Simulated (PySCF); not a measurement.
How the method moves the HOMO and LUMO of `P[SiH2]Cl`

Compound: ClH4PSi.
Cartesian coordinates in Å at the PBE0-D3(BJ)/def2-SVP level; atoms count from 1:
```xyz
7
ClH4PSi angstrom
P     -0.1438   -1.2891   -1.8108
Si    -2.2031   -0.8644   -0.9896
Cl    -3.5008   -2.3119   -1.7043
H      0.0764   -2.3724   -0.9045
H      0.4491   -0.3223   -0.9360
H     -2.6507    0.4661   -1.4904
H     -2.2755   -0.8872    0.4993
```

Basis pcSseg-2 throughout (PySCF), one geometry. Geometry: PBE0-D3(BJ)/def2-SVP, one conformer, isolated molecule.

Q: How do the orbital energies, the gap and the dipole change with the method?

A: 
```
   method                    kind  HOMO (eV)  LUMO (eV)  gap (eV)  μ (D)  SCF cycles
    B97-2           global hybrid      -7.69      -0.28      7.41   1.87          12
     PBE0           global hybrid      -7.92      -0.28      7.64   1.88          11
 mPW1PW91           global hybrid      -7.94      -0.27      7.67   1.87          12
BHandHLYP           global hybrid      -8.90       0.64      9.54   1.92          11
CAM-B3LYP  range-separated hybrid      -9.18       0.76      9.95   1.90          11
  wB97X-D  range-separated hybrid      -9.74       1.49     11.23   1.91          12
  LC-wPBE  range-separated hybrid     -10.53       1.89     12.43   2.00          12
```

The HOMO spans 2.84 eV, from B97-2 down to LC-wPBE, and the gap runs from 7.41 eV (B97-2) to 12.43 eV (LC-wPBE). Over the methods B97-2 (21 %), PBE0 (25 %), mPW1PW91 (25 %), BHandHLYP (50 %), a straight line through the gap against the share of exact exchange rises by 0.74 eV for each 10 % (correlation coefficient 1.000). The dipole ranges from 1.87 D (B97-2) to 2.00 D (LC-wPBE). This basis has no diffuse functions.
